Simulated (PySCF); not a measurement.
Boron: a sound run and one with changed settings

Sound run: B [He] 2s2 2p1, B+ [He] 2s2. Calculation: PySCF 2.14, in 6-31G* (3s2p1d, 14 functions); no relativity, point nucleus. The sound run starts from symmetry-adapted Hartree-Fock orbitals and uses a fine grid where one is needed.

Changed run: 26 angular points. This setting is unsound on purpose.

| species | method | sound run (hartree) | changed run (hartree) | converged |
| --- | --- | --- | --- | --- |
| B | UHF | -24.52197 | -24.52197 | yes |
| B | MN15 | -24.61209 | -24.61056 | yes |
| B | r2SCAN | -24.62688 | -24.62804 | yes |
| B+ | UHF | -24.23404 | -24.23404 | yes |
| B+ | MN15 | -24.32084 | -24.32084 | yes |
| B+ | r2SCAN | -24.31148 | -24.31148 | yes |

Ionisation energy of B:

```csv
method,sound run (eV),changed run (eV)
UHF,7.835,7.835
MN15,7.925,7.883
r2SCAN,8.583,8.614
```

A coarse angular grid integrates products of high-l functions wrongly, so density functionals can shift, and the SCF can exploit the error; Hartree-Fock and MP2 need no grid.

For comparison, NIST gives 8.298 eV between the lowest levels.
